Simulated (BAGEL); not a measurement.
# NH3 (SMILES N), step by step

Aim: the energy (HF/def2-SVP), then a single-point energy (NEVPT2(2,2)/def2-SVP), then a single-point energy (CASPT2(2,2)/def2-SVP) of NH3. 

Program for the calculation: BAGEL 1.2.2.

## Step 1: The system as given

NH3: 4 atoms, total charge 0, spin state singlet. SMILES: `N`. One bond was lengthened or shortened from a relaxed shape.

Bond lengths: N1–H2 1.013 Å, N1–H3 1.164 Å, N1–H4 1.013 Å. Angles: H2–N1–H3 107.1°, H2–N1–H4 107.1°, H3–N1–H4 107.1°.

## Step 2: The energy at HF/def2-SVP (density fitting with svp-jkfit) (run 1)

Input file hf.json:

```json
{ "bagel" : [

{
  "title" : "molecule",
  "basis" : "svp",
  "df_basis" : "svp-jkfit",
  "angstrom" : "false",
  "geometry" : [
    { "atom" : "N", "xyz" : [  0.09970195,  0.62777647,  0.27479641 ] },
    { "atom" : "H", "xyz" : [  1.15866668, -0.41401065,  1.48091411 ] },
    { "atom" : "H", "xyz" : [ -1.67709414, -0.57058391, -0.22470733 ] },
    { "atom" : "H", "xyz" : [  1.11416363,  0.82583866, -1.33549591 ] }
  ]
},
{ "title" : "hf" },
{ "title" : "print", "file" : "orbitals.molden", "orbitals" : "true" }

]}
```

On the command line:

```bash
$ BAGEL_NUM_THREADS=1 BAGEL hf.json > hf.out
```

The program printed:

```text
* using 1 threads per process

  ===============================================================
  ===============================================================

  *** Geometry ***

  { "atom" : "N", "xyz" : [      0.099702,      0.627776,      0.274796 ] },
  { "atom" : "H", "xyz" : [      1.158667,     -0.414011,      1.480914 ] },
  { "atom" : "H", "xyz" : [     -1.677094,     -0.570584,     -0.224707 ] },
  { "atom" : "H", "xyz" : [      1.114164,      0.825839,     -1.335496 ] },

  Number of auxiliary basis functions:      131

  Since a DF basis is specified, we compute 2- and 3-index integrals:
    o Being stored without compression. Storage requirement is 0.001 GB

  Number of basis functions:       29
  Number of electrons      :       10

    * METHOD: MOLECULE                             0.02

  *** RHF ***

  === Nuclear Repulsion ===
    11.4261049332

      * DIIS with orbital gradients will be used.

  === RHF iteration (svp) ===
      0        -56.02685977          0.04308537           0.00
      1        -56.10345801          0.02347765           0.00
      2        -56.13139849          0.00245580           0.00
      3        -56.13190206          0.00032403           0.00
      4        -56.13191500          0.00010938           0.00
      5        -56.13191722          0.00002517           0.00
      6        -56.13191736          0.00000576           0.00
      7        -56.13191736          0.00000120           0.00
      8        -56.13191736          0.00000034           0.00
      9        -56.13191736          0.00000014           0.00
     10        -56.13191736          0.00000004           0.00
     11        -56.13191736          0.00000001           0.00
    * SCF iteration converged.

    * Permanent dipole moment:
           (   -0.179346,     0.617873,     0.274840) a.u.

    * METHOD: HF                                   0.03

    * METHOD: PRINT                                0.00

  ===============================================================
```

Wall time 0.18 s (1 thread of Arm Neoverse V2, shared host).

## Step 3: The energy at NEVPT2(2,2)/def2-SVP (density fitting with svp-jkfit) (run 2)

Input file input.json:

```json
{ "bagel" : [

{
  "title" : "molecule",
  "basis" : "svp",
  "df_basis" : "svp-jkfit",
  "angstrom" : "false",
  "geometry" : [
    { "atom" : "N", "xyz" : [     0.09970195,     0.62777647,     0.27479641 ] },
    { "atom" : "H", "xyz" : [     1.15866668,    -0.41401065,     1.48091411 ] },
    { "atom" : "H", "xyz" : [    -1.67709414,    -0.57058391,    -0.22470733 ] },
    { "atom" : "H", "xyz" : [     1.11416363,     0.82583866,    -1.33549591 ] }
  ]
},

{
  "title" : "hf"
},

{
  "title" : "nevpt2",
  "nstate" : 1,
  "nact" : 2,
  "nclosed" : 4,
  "active" : [4, 6],
  "maxiter" : 200,
  "natocc" : "true",
  "ncore" : 1
},

{
  "title" : "print",
  "file" : "orbitals.molden",
  "orbitals" : "true"
}

]}
```

On the command line:

```bash
$ BAGEL_NUM_THREADS=1 BAGEL input.json > input.out
```

The program printed:

```text
* using 1 threads per process

  ===============================================================
  ===============================================================

  *** Geometry ***

  { "atom" : "N", "xyz" : [      0.099702,      0.627776,      0.274796 ] },
  { "atom" : "H", "xyz" : [      1.158667,     -0.414011,      1.480914 ] },
  { "atom" : "H", "xyz" : [     -1.677094,     -0.570584,     -0.224707 ] },
  { "atom" : "H", "xyz" : [      1.114164,      0.825839,     -1.335496 ] },

  Number of auxiliary basis functions:      131

  Since a DF basis is specified, we compute 2- and 3-index integrals:
    o Being stored without compression. Storage requirement is 0.001 GB

  Number of basis functions:       29
  Number of electrons      :       10

    * METHOD: MOLECULE                             0.02

  *** RHF ***

  === Nuclear Repulsion ===
    11.4261049332

      * DIIS with orbital gradients will be used.

  === RHF iteration (svp) ===
      0        -56.02685977          0.04308537           0.00
      1        -56.10345801          0.02347765           0.00
      2        -56.13139849          0.00245580           0.00
      3        -56.13190206          0.00032403           0.00
      4        -56.13191500          0.00010938           0.00
      5        -56.13191722          0.00002517           0.00
      6        -56.13191736          0.00000576           0.00
      7        -56.13191736          0.00000120           0.00
      8        -56.13191736          0.00000034           0.00
      9        -56.13191736          0.00000014           0.00
     10        -56.13191736          0.00000004           0.00
     11        -56.13191736          0.00000001           0.00
    * SCF iteration converged.

    * Permanent dipole moment:
           (   -0.179346,     0.617873,     0.274840) a.u.

    * METHOD: HF                                   0.03

    * freezing 1 orbital
  ---------------------------
      CASSCF calculation
  ---------------------------

    ==== Active orbitals : =====
         Orbital 4
         Orbital 6
    ============================

    * nstate   :      1
    * nclosed  :      4
    * nact     :      2
    * nvirt    :     23
  === CASSCF iteration (svp) ===

    * Using the second-order algorithm

      0  0       -56.13235711     3.43e-04      0.00

      1  0       -56.13764022     2.56e-03      0.01

      2  0       -56.15118609     2.74e-03      0.01

      3  0       -56.15512854     8.08e-04      0.01

      4  0       -56.15527197     2.58e-04      0.01

      5  0       -56.15527671     8.19e-05      0.01

      6  0       -56.15527691     2.54e-05      0.01

      7  0       -56.15527692     7.66e-06      0.01

      8  0       -56.15527692     2.27e-06      0.01

      9  0       -56.15527692     6.67e-07      0.01

     10  0       -56.15527692     1.95e-07      0.01

     11  0       -56.15527692     5.69e-08      0.01

     12  0       -56.15527692     1.65e-08      0.01

     13  0       -56.15527692     4.86e-09      0.01

    * Second-order optimization converged. *

     guess   0:   closed 1.                   open ..

  === FCI iteration ===

      0  0       -56.13150846     9.34e-02      0.00
      1  0       -56.15526479     1.66e-03      0.00
      2  0 *     -56.15527692     5.60e-16      0.00

     * ci vector, state   0, <S^2> = 0.0000
       2.     0.9919963491
       .2    -0.1262665569

  === DF-NEVPT2 calculation ===

    * 3-index integral transformation done
    * assembly done

      NEVPT2 correlation energy:   -0.1673535813      0.01

          (+0)     -0.1036147384
          (+0)'    -0.0239256330
          (+1)     -0.0047542015
          (+1)'    -0.0000000000
          (+2)     -0.0003733001
          (-1)     -0.0273559111
          (-1)'     0.0000000000
          (-2)     -0.0073297973

      NEVPT2 total energy:        -56.3226305023

    * METHOD: NEVPT2                               0.12

    * METHOD: PRINT                                0.00

  ===============================================================
```

It took 0.28 s on 1 thread of Arm Neoverse V2, shared host.

## Step 4: A single-point energy at CASPT2(2,2)/def2-SVP (density fitting with svp-jkfit) (run 3)

Input file caspt2.json:

```json
{ "bagel": [

{
  "title": "molecule",
  "basis": "svp",
  "df_basis": "svp-jkfit",
  "geometry": [
    { "atom": "N", "xyz": [     0.09970195,     0.62777647,     0.27479641 ] },
    { "atom": "H", "xyz": [     1.15866668,    -0.41401065,     1.48091411 ] },
    { "atom": "H", "xyz": [    -1.67709414,    -0.57058391,    -0.22470733 ] },
    { "atom": "H", "xyz": [     1.11416363,     0.82583866,    -1.33549591 ] }
  ]
},

{ "title": "hf" },

{ "title": "casscf", "nstate": 1, "nact": 2, "nclosed": 4, "active": [4, 6], "maxiter": 200, "natocc": true },

{ "title": "print", "file": "orbitals.molden", "orbitals": true },

{ "title": "smith", "method": "caspt2", "ms": true, "xms": true, "sssr": true, "shift": 0.2, "shift_imag": true, "ncore": 1 }

]}
```

On the command line:

```bash
$ BAGEL_NUM_THREADS=1 BAGEL caspt2.json > caspt2.out
```

The program printed:

```text
* using 1 threads per process

  ===============================================================
  ===============================================================

  *** Geometry ***

  { "atom" : "N", "xyz" : [      0.099702,      0.627776,      0.274796 ] },
  { "atom" : "H", "xyz" : [      1.158667,     -0.414011,      1.480914 ] },
  { "atom" : "H", "xyz" : [     -1.677094,     -0.570584,     -0.224707 ] },
  { "atom" : "H", "xyz" : [      1.114164,      0.825839,     -1.335496 ] },

  Number of auxiliary basis functions:      131

  Since a DF basis is specified, we compute 2- and 3-index integrals:
    o Being stored without compression. Storage requirement is 0.001 GB

  Number of basis functions:       29
  Number of electrons      :       10

    * METHOD: MOLECULE                             0.02

  *** RHF ***

  === Nuclear Repulsion ===
    11.4261049332

      * DIIS with orbital gradients will be used.

[... 6 lines left out ...]
    * SCF iteration converged.
[... 1 line left out ...]
    * Permanent dipole moment:
[... 27 lines left out ...]
    * Second-order optimization converged. *
[... 9 lines left out ...]
     * ci vector, state   0, <S^2> = 0.0000
[... 16 lines left out ...]
    * Zeroth order energy : state  0       -1.1851672857
[... 4 lines left out ...]
       #      aibj      arbs      arbi      airj      risj      airs      arst      rist         Etot      error   time
[... 2 lines left out ...]
       0  -0.10395  -0.00863  -0.02766  -0.00498  -0.00051  -0.02092  -0.00000  -0.00000   -0.1666477  0.0047779   0.01
       1  -0.10411  -0.00870  -0.02779  -0.00507  -0.00055  -0.02144  -0.00000  -0.00000   -0.1676707  0.0007861   0.01
       2  -0.10413  -0.00870  -0.02776  -0.00508  -0.00055  -0.02147  -0.00000  -0.00000   -0.1677061  0.0001964   0.01
       3  -0.10413  -0.00870  -0.02777  -0.00507  -0.00056  -0.02148  -0.00000  -0.00000   -0.1677080  0.0000462   0.01
       4  -0.10413  -0.00870  -0.02777  -0.00507  -0.00056  -0.02148   0.00000  -0.00000   -0.1677081  0.0000112   0.01
       5  -0.10413  -0.00870  -0.02777  -0.00507  -0.00056  -0.02148   0.00000  -0.00000   -0.1677081  0.0000023   0.01
       6  -0.10413  -0.00870  -0.02777  -0.00507  -0.00056  -0.02148   0.00000   0.00000   -0.1677081  0.0000005   0.01

      ------------------------------------------------------------------------------------------------------------------

    * CASPT2 energy : state  0      -56.3236183499
        w/o shift correction        -56.3229850556
        reference weight              0.9534118937

    * METHOD: SMITH                                0.05

  ===============================================================
```

Run time: 0.32 s. Hardware: 1 thread of Arm Neoverse V2, shared host.

## Step 5: Results

```
                                 quantity         value
         run 1, HF/def2-SVP: total energy  -56.13192 Eh
        run 1, HF/def2-SVP: dipole moment        1.78 D
          run 1, HF/def2-SVP: HOMO energy     -11.37 eV
          run 1, HF/def2-SVP: LUMO energy       4.58 eV
        run 1, HF/def2-SVP: HOMO–LUMO gap      15.95 eV
run 2, NEVPT2(2,2)/def2-SVP: total energy  -56.32263 Eh
run 3, CASPT2(2,2)/def2-SVP: total energy  -56.32362 Eh
```
